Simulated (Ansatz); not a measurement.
Two structures of AlH3O2, singlet, reached by relaxing down either side of one saddle point (PBE0-D4/def2-TZVP). Energies are electronic, without zero-point energy. Program: Ansatz 0.2.0. Basis: def2-TZVPP and def2-QZVPP. Cores are frozen in the correlated methods. Extrapolation: Hartree–Fock as exp(−7.88 √X), correlation as X^−2.97. First:

```
6
angstrom
Al -0.2343 -0.2444 -0.2571
H -0.7870 -1.4179 -1.1437
O 1.2311 -0.3390 0.5883
H 1.8028 -1.1041 0.5763
O -1.1415 1.1749 -0.1415
H -0.8711 1.9306 0.3776
```

Second:

Al1  (0.446, 0.297, 0.410)
H2  (-0.296, -1.346, -0.813)
O3  (1.842, -0.129, 1.059)
H4  (0.372, -1.552, -0.504)
O5  (-0.996, 0.935, -0.166)
H6  (-1.369, 1.795, 0.013)
(Å)

**Question.** Which bonds change from the first to the second?

**Answer.** AlH₃O₂ ([OH][AlH][OH]) → AlHO₂ ([O][Al][OH]) + H₂; bonds formed: H2–H4; bonds broken: Al1–H2, O3–H4.

**Question.** Give the saddle point's structure and its height above each. (To be estimated.)

**Answer.** By the calculation: 69.14 kcal/mol above the first and 6.13 kcal/mol above the second (CCSD(T) at an estimated basis limit (MP2 extrapolated from triple and quadruple zeta, plus CCSD(T) − MP2 in triple zeta)).
```
6
angstrom
Al 0.2143 0.1872 0.2175
H -0.0390 -1.4410 -0.7013
O 1.5946 -0.4548 0.7554
H 0.6969 -1.4119 -0.2400
O -1.1193 1.1187 -0.1562
H -1.3475 2.0019 0.1246
```

T1 diagnostic: at most 0.022.

Labels in which every atom is bracketed show which atoms are joined, not bond orders.

For scale, one of the runs: CCSD(T)/def2-TZVPP, 146 basis functions (an equivalent command: `ansatz run in.yaml --threads 2`). The run took 18 s on 2 CPU threads (shared host), with 0.87 GiB of host memory at its peak.
